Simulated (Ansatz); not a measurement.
Geometry optimisation, RKS CAM-B3LYP-D4/def2-mTZVP (Ansatz).

Input file:

```yaml
crystal:
  periodic: [false, false, false]
  atoms:
    - { symbol: "N", position_ang: [1.22581, 0.86377, -0.94824] }
    - { symbol: C, position_ang: [0.24725, 0.45007, -0.32134] }
    - { symbol: Si, position_ang: [-1.39667, 0.77577, 0.23898] }
    - { symbol: H, position_ang: [1.17466, 1.7854, -1.38057] }
    - { symbol: H, position_ang: [-1.56249, 0.99895, 1.66439] }
    - { symbol: H, position_ang: [-2.45679, -0.01125, -0.3653] }
basis:
  gaussian: { orbitals: def2-mTZVP }
hamiltonian:
  xc: cam_b3lyp
  dispersion: d4
relax:
  f_tol: 0.015
  max_steps: 40
```

Command:

```bash
$ ansatz run input.yaml --threads 1 --pin off --max-ram 2048MiB --backend cpu --events-out ev --progress --plain --runs-dir out
```

Problem. Where does it end, and by what steps?

Solution. The forces met the threshold. After 15 steps the energy has fallen by 0.513 eV; H4 moved furthest, 0.51 Å.

```csv
step,energy less start (eV),largest force component (eV/Å),accepted
0,0.0000,1.890,yes
1,-0.2615,1.609,yes
2,-0.4040,1.071,yes
3,-0.4579,0.588,yes
4,-0.4637,0.854,yes
5,-0.4845,0.275,yes
6,-0.4615,0.715,no
7,-0.4988,0.496,yes
8,-0.4943,0.435,no
9,-0.5089,0.397,yes
10,-0.5112,0.217,yes
11,-0.5128,0.088,yes
12,-0.5121,0.099,no
13,-0.5129,0.037,yes
14,-0.5129,0.036,yes
15,-0.5131,0.008,yes
```

```xyz
6
Properties=species:S:1:pos:R:3
N 1.046 0.900 -0.885
C -0.025 0.856 -0.398
Si -1.744 1.069 0.242
H 1.609 1.523 -1.444
H -1.403 0.748 1.663
H -2.251 -0.234 -0.290
```

Whether the end is a true minimum wasn't checked by a vibrational analysis.

Time of the run: 33 s on 1 thread of Arm Neoverse V2, on a shared host, peak memory 0.16 GiB.
